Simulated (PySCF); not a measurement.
Geometries of 2 isomers of H4NP, from PBE0-D3(BJ)/def2-SVP geometry optimisation, gas phase (PySCF). One conformer each, no zero-point energy, no frequencies.

Problem. Which is lower in electronic energy at this level?
A.
```xyz
6
angstrom
N     -0.843   -0.136    0.132
P      0.773    0.254    0.533
H     -1.528    0.512    0.503
H     -1.084   -0.426   -0.810
H      1.381   -1.014    0.280
H      1.308    0.815   -0.682
```
B.
```xyz
6
angstrom
N      1.141    0.656   -0.093
P     -0.277    0.003    0.013
H      1.912   -0.008   -0.144
H     -0.828   -0.837   -1.021
H     -1.267    1.009    0.074
H     -0.676   -0.819    1.127
```

Solution. A. That is `NP` (phosphanamine), 32.0 kcal/mol below the other.

```
 SMILES  atoms numbered as above      E (Eh)  relative (kcal/mol)  relative (kJ/mol)  dipole (D)
     NP           [NH2:1][PH2:2]  -398.15321                  0.0                0.0        1.70
N=[PH3]           [NH:1]=[PH3:2]  -398.10226                 32.0              133.8        2.75
```
